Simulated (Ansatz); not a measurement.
# Antimony, A7 rhombohedral: convergence with Gaussian smearing

Computed with Ansatz, r²SCAN, scalar-relativistic PAW, on the relaxed cell (a = 4.341 Å, c = 11.613 Å (c/a = 2.675); spin not included). Errors count from a run at 500 eV on a Γ-centred 14×14×14 mesh with Fermi-Dirac smearing of 0.1 eV, extrapolated to zero width. Fixed here: cutoff 500 eV, mesh 9×9×9. The SCF starts from atomic densities corrected by a trained network.

```
width (eV)  E(σ→0) error (meV/atom)  F error (meV/atom)  P (GPa)  SCF iterations
      0.01                     -3.6                -3.6     0.04               6
      0.03                     -3.6                -3.6     0.04               6
       0.1                     -3.6                -3.7     0.02               6
       0.2                     -3.5                -4.3     0.01               7
       0.6                      3.0               -16.5    -0.01               7
       1.0                     22.3               -62.6     0.19               7
```

**Question.** What does the run at 0.3 give (width)?

**Answer.** E(σ→0) error (meV/atom): -3.1; F error (meV/atom): -5.3; P (GPa): 0.00; SCF iterations: 7.
